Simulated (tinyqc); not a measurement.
Worked calculation: Pariser-Parr-Pople SCF with singles CI, for the molecule C=CC=C([CH2+])Cl (SMILES; centres numbered as the heavy atoms are written). One step of it, computed by the program tinyqc.

Task: Singles CI, singlets. Over the 6 single excitations with the smallest orbital gaps: A = (e_a - e_i) delta + 2 (ia|jb) - (ij|ab), with (pq|rs) = sum c_mp c_mq gamma_mn c_nr c_ns. f = 2/3 w |mu|^2 in atomic units, mu = sqrt2 sum c_ia sum_m c_mi c_ma R_m.

orbital energies (eV): [-20.135779, -18.153125, -16.228315, -8.733054, -5.283437, -3.359706]

coefficients, order 1C, 2C, 3C, 4C, 5C, 6Cl:
```
[[0.216996, -0.383105, 0.329936, -0.548406, 0.547297, 0.311450],
 [0.384420, -0.536144, 0.336230, -0.016064, -0.477504, -0.472706],
 [0.480396, -0.257765, -0.129948, 0.627887, 0.029736, 0.539225],
 [0.565543, 0.197473, -0.425494, -0.019752, 0.442880, -0.513408],
 [0.300594, 0.097644, -0.468958, -0.551687, -0.512429, 0.336520],
 [0.405164, 0.671422, 0.600199, 0.001350, -0.113334, 0.109317]]
```

repulsion gamma_rs (eV), order 1C, 2C, 3C, 4C, 5C, 6Cl:
```
[[11.130000, 7.555066, 5.239813, 3.669945, 2.868661, 3.298143],
 [7.555066, 11.130000, 7.553419, 5.238149, 3.669426, 4.730735],
 [5.239813, 7.553419, 11.130000, 7.552365, 5.238149, 5.327684],
 [3.669945, 5.238149, 7.552365, 11.130000, 7.553419, 7.826986],
 [2.868661, 3.669426, 5.238149, 7.553419, 11.130000, 5.327043],
 [3.298143, 4.730735, 5.327684, 7.826986, 5.327043, 13.000000]]
```

Centres (angstrom, eV; a flat drawing with bonds scaled to 1.40 angstrom):
```
centre          x          y  core charge z          W   gamma_rr
1C      -2.683000  -0.205000              1  11.160000  11.130000
2C      -1.384000   0.316000              1  11.160000  11.130000
3C      -0.283000  -0.549000              1  11.160000  11.130000
4C       1.017000  -0.028000              1  11.160000  11.130000
5C       2.118000  -0.893000              1  11.160000  11.130000
6Cl      1.215000   1.358000              2  26.000000  13.000000
```

Give: singlet CI matrix; singlet excitation energies; oscillator strengths.

Result:

singlet CI matrix (eV), order 3>4, 2>4, 3>5, 1>4, 3>6, 2>5:
```
[[3.4615, -0.1852, -0.2079, -0.0618, -0.3611, -0.4714],
 [-0.1852, 4.7159, -0.1238, -0.0153, 0.0441, -0.1205],
 [-0.2079, -0.1238, 6.3663, -0.0951, 0.4419, -0.1248],
 [-0.0618, -0.0153, -0.0951, 6.3706, -0.0146, -0.2088],
 [-0.3611, 0.0441, 0.4419, -0.0146, 7.4061, 0.4920],
 [-0.4714, -0.1205, -0.1248, -0.2088, 0.4920, 7.7550]]
```

singlet excitation energies (eV): [3.3429, 4.7293, 6.1162, 6.4035, 7.2696, 8.2140]

oscillator strengths: [0.5472, 0.5293, 0.1421, 0.0680, 0.0374, 0.0368]
